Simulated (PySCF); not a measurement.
Mapped SMILES: `[CH2:1]=[CH:2][Cl:3]`. Hydrogens are named by the atom that carries them. Ha(C1) is cis to Cl3; Hb(C1) is trans to Cl3.

GIAO PBE0/pcSseg-1 shifts (PySCF 2.14.0 with density-fitted response routines, gas phase, non-relativistic, equivalent atoms averaged), each against references optimised in the same way as the molecule (TMS, HCl).

On the GFN2-xTB geometry: C2 140.6, C1 124.5, Cl3 224, H(C2) 6.42, Ha(C1) 5.78, Hb(C1) 5.65 ppm.

Task: What changes on the GFN2-xTB geometry?

Result: 
```json
{"atoms": "C2", "δ (ppm)": "140.6", "change": "+0.0"}
{"atoms": "C1", "δ (ppm)": "124.5", "change": "+0.0"}
{"atoms": "Cl3", "δ (ppm)": "224", "change": "+0"}
{"atoms": "H(C2)", "δ (ppm)": "6.42", "change": "+0.00"}
{"atoms": "Ha(C1)", "δ (ppm)": "5.78", "change": "+0.00"}
{"atoms": "Hb(C1)", "δ (ppm)": "5.65", "change": "+0.00"}
```

Bonds between heavy atoms that differ most (equivalent bonds averaged): C1–C2 1.318 → 1.318 Å. Mean change of bonds to hydrogen: C–H +0.000 Å.
